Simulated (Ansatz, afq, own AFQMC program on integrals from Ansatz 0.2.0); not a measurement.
# Where AFQMC and coupled cluster stand for BSiH₂, quartet

```xyz
4

Si    0.0000    0.0000    4.3355
B     0.0000    0.0000   -1.1045
H     0.0000   -1.0760   -1.6155
H     0.0000    1.0760   -1.6155
```

Connectivity, by distances: Si ··· BH2.

Basis cc-pVDZ. Noble-gas cores (and the filled d shells of Ga–Kr and In–Xe) are frozen. Integrals, coupled cluster, full CI and functionals: Ansatz 0.2.0; the random walks run on the same integrals in our own AFQMC program. ph-AFQMC/CISD is guided by a CISD state made of CCSD amplitudes; releasing the constraint for a short imaginary time cuts its bias at the price of noise, slowly where states lie close. Uncertainties: one standard error, sampling alone.

Determinant: UHF, the one that the program's search chose, which needn't be the lowest solution. The geometry is a point of a scan.

No full CI on the walks' own integrals is used here; CCSDT(Q) serves as the reference and is uncertain by about the last step of the cluster series.

Cautions: lower spins were not checked; the released energies are still falling, so no released level is given (meV from the phaseless value at times in 1/Eh: 4 ± 9 at 0.24, 2 ± 7 at 0.51, -3 ± 6 at 0.99, -11 ± 7 at 1.62, -20 ± 8 at 2.40), though the last usable value meets CCSDT(Q) within the noise.

- T1 diagnostic: 0.0088
- weight of the determinant in the CISD state: 0.897
- ⟨S²⟩ of the determinant: 3.764
- size of the correlated space: 9 electrons in 36 orbitals

Reference: CCSDT(Q), correlation energy -4.171 eV.

```tsv
level	E − E(reference) (meV)	share of correlation (%)
HF	4171.0	0.00
MP2	1139.4	72.68
CCSD	81.4	98.05
CCSD(T)	22.4	99.46
CCSDT	1.5	99.96
ph-AFQMC/HF	144.5 ± 33.6	96.53
ph-AFQMC/CISD	18.1 ± 7.5	99.57
```

A walk keeps the symmetry of its determinant, which the program's search chose and which needn't be the lowest solution, so a lower state of the same spin and another symmetry isn't excluded.
